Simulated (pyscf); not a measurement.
HO–SiH₃ (SMILES O[SiH3]) + F–CH₂–F (SMILES FCF) → F–CH(F)–SiH₃ (SMILES FC(F)[SiH3]) + H₂O (SMILES O), a four-centre exchange (singlet surface; O–Si, C–H broken, C–Si, H–O formed). Single points on ωB97X-D3(BJ)/def2-SVP structures (PySCF, gas phase). Energies in eV from the separated reactants.

Small-basis levels: PySCF, no dispersion term, spherical d functions. AM1 to PM7: differences of heats of formation from MOPAC, which are fitted to 298 K values and so differ in kind from electronic energies by zero-point and thermal terms. Cost: rough CPU time at the saddle relative to B3LYP/6-31G*, from one job on a shared machine.

| level | barrier | reaction energy | cost |
|---|---|---|---|
| HF/3-21G | 3.48 | +1.41 | 0.05 |
| BP86/6-31G* | 2.80 | +1.17 | 1 |
| B3LYP/3-21G | 2.52 | +1.31 | 0.9 |
| B3LYP/6-311+G** | … | +1.03 | 2 |
| PBE/def2-SVP | 2.55 | +1.10 | 2 |
| PM3 | 2.81 | +1.01 | under 0.02 |
| PM6 | 2.55 | +0.67 | under 0.02 |
| ωB97M-D3(BJ)/def2-TZVP | … | +1.24 | – |

**Question.** Some entries are withheld; supply them.

**Answer.** 
- B3LYP/6-311+G**, barrier: 3.11
- ωB97M-D3(BJ)/def2-TZVP, barrier: 3.02

Against the last row the barrier runs from -0.50 (B3LYP/3-21G) to +0.46 eV (HF/3-21G). ωB97M-D3(BJ)/def2-TZVP has limits of its own. On the product side the descent ends in a complex, 0.19 eV under the separated species and 2.03 eV under the saddle at ωB97X-D3(BJ)/def2-TZVP. One saddle was located; it need not be the lowest between these sides.
